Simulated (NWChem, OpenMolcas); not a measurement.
# How basis sets differ on LiH (SMILES [LiH])

The species is LiH (2 atoms), meant as a singlet with charge 0. As SMILES, `[LiH]`. The bond length is the measured one.

```xyz
2

Li    0.0000    0.0000    0.0000
H     0.0000    0.0000    1.5957
```

Quantity: the vertical energy of the triplet above the singlet, in eV. The values are calculated.

```
                                                   level          kind     program  value (eV)
                                               HF/STO-3G  Hartree–Fock  OpenMolcas        2.61
                                                HF/3-21G  Hartree–Fock  OpenMolcas        2.30
                                             HF/def2-SVP  Hartree–Fock  OpenMolcas        2.34
                     HF/def2-SVP, open shells restricted  Hartree–Fock  OpenMolcas        2.34
                        HF/6-31G** (spherical functions)  Hartree–Fock  OpenMolcas        2.32
HF/6-31G** (spherical functions), open shells restricted  Hartree–Fock  OpenMolcas        2.32
                                              HF/cc-pVTZ  Hartree–Fock      NWChem        2.29
```

The values span 2.29 to 2.61 eV. Without the sets that lack polarisation functions the rows with a basis span only 2.29 to 2.34 eV.
